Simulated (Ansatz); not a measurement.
in.yaml

```yaml
crystal:
  periodic: [false, false, false]
  atoms:
    - {symbol: Al, position_ang: [0.000001, -0.162615, 2.220099]}
    - {symbol: C, position_ang: [-0.000032, -0.075678, 0.288964]}
    - {symbol: O, position_ang: [0.000003, -0.291771, -0.998684]}
    - {symbol: H, position_ang: [0.000028, 0.530064, -1.510380]}
basis:
  gaussian: {orbitals: cc-pVDZ}
magnetization: {spin_polarized: true, initial_magnetization: 0}
hamiltonian: {xc: {name: B3LYP}}
```

```sh
$ ansatz run in.yaml --threads 1 --pin off --events-out ev --progress --plain --max-ram 2393MiB
```

The program prints:

```
488 factors; integrals over basis functions are off by at most 1.1e-3 eV
mean field evaluation 1: about -9690.7564 eV, gradient 2.4e1 eV
mean field evaluation 2: about -9683.0125 eV, gradient 4.2e1 eV
mean field evaluation 4: about -9693.6253 eV, gradient 2.0e0 eV
mean field evaluation 8: about -9693.7198 eV, gradient 8.6e-2 eV
mean field evaluation 16: about -9693.7199 eV, gradient 1.8e-5 eV
mean field evaluation 32: about -9693.9999 eV, gradient 8.0e-6 eV
mean field evaluation 64: about -9693.9334 eV, gradient 3.1e-1 eV
mean field -9693.99988915 eV, -356.2479250973 hartree, gradient 8.0e-6 eV, S^2 0.842708; 7 other end points of the search recorded, 0 dependent functions left out
reference -9694.00007507 eV, -356.2479319297 hartree; 14, 14 occupied and 37, 37 virtual orbitals, 488 factors
Total energy: -9694.00007507 eV, -356.2479319297 hartree
```

Ran on 1 thread of AMD EPYC 9R45, shared host: 1.9 s wall, 0.17 GiB peak host memory.
